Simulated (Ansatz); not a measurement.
System (SMILES): F (HF).
Geometry (B3LYP-D3(BJ)/def2-TZVP, fixed):
```
F
H 1 0.9245
```
Charge 0, spin multiplicity 1.

How fast the dipole moment converges with the basis for several methods (Ansatz, an electronic-structure program): deviation from each method's own reference, in D. References: CCSD(T) 1.808 D, the value in aug-pcseg-3; HF 1.937 D, the value in aug-cc-pV5Z; MP2 1.821 D, the value in aug-cc-pV5Z; PBE 1.757 D, the value in aug-cc-pV5Z; PBE0 1.814 D, the value in aug-cc-pV5Z. Cartesian d functions, on some or all atoms, in 6-31G**; all else is spherical. In correlated methods cores are frozen. No added dispersion term, no relativity. The reference of a correlated method is not its basis-set limit, which lies further on.

```csv
basis,functions,CCSD(T),HF,MP2,PBE,PBE0
3-21G,11,0.224,0.225,…,0.178,0.204
cc-pVDZ,19,0.023,0.028,…,0.007,0.017
6-31G**,20,0.063,0.049,…,0.021,0.036
def2-SVPD,31,0.018,0.040,…,0.024,0.029
pcseg-2,44,0.059,0.051,…,0.082,0.071
def2-TZVPP,45,0.027,0.031,…,0.050,0.043
aug-cc-pVTZ,69,-0.005,0.003,…,0.001,0.002
pcseg-4,162,0.004,0.001,…,0.003,0.002
```

Question: Fill in the missing entries.

Answer: 
- 3-21G, MP2: 0.241
- cc-pVDZ, MP2: 0.032
- 6-31G**, MP2: 0.065
- def2-SVPD, MP2: 0.021
- pcseg-2, MP2: 0.064
- def2-TZVPP, MP2: 0.031
- aug-cc-pVTZ, MP2: -0.006
- pcseg-4, MP2: 0.000

Mean absolute deviation over pcseg-2, def2-TZVPP, aug-cc-pVTZ: HF 0.029, CCSD(T) 0.030, MP2 0.034, PBE0 0.039, PBE 0.044 D.
